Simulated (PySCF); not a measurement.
## Basis-set dependence of OH⁺ at MP2

PySCF, UHF reference; triplet, unpaired electrons π ↑↑; De to H⁺ + O without counterpoise correction. Frozen cores follow the default of each basis and core potential.

| basis | relativity | functions | Re (Å) | ωe (cm⁻¹) | De (eV) | frozen orbitals |
| --- | --- | --- | --- | --- | --- | --- |
| def2-SVP | no relativity | 19 | 1.029 | 3245 | 5.32 | 1 |
| def2-SVPD | no relativity | 31 | 1.028 | 3202 | 5.17 | 1 |
| aug-pcseg-1 | no relativity | 32 | 1.029 | 3158 | 5.15 | 1 |
| def2-TZVPPD | no relativity | 57 | 1.023 | 3199 | 5.22 | 1 |

(1) How does each smaller set differ from the one with most functions, def2-TZVPPD?

Correlated steps freeze 1 core orbital. Correlated levels converge slowly with the basis: in double zeta they bind strong bonds too weakly, by up to about 1 eV, and carry superposition errors of some tenths. For an ion De counts to the pair picked by the measured ionisation energies or electron affinities, which need not be the lowest pair at this level. The state was picked by a PBE0 search and need not be the measured ground state.

Answers

(1) def2-SVP: +0.6 pm, +1.4 % in ωe, +0.10 eV in De; def2-SVPD: +0.5 pm, +0.1 % in ωe, -0.05 eV in De; aug-pcseg-1: +0.6 pm, -1.3 % in ωe, -0.07 eV in De. All at MP2; the set with most functions is neither the basis-set limit nor always the best.
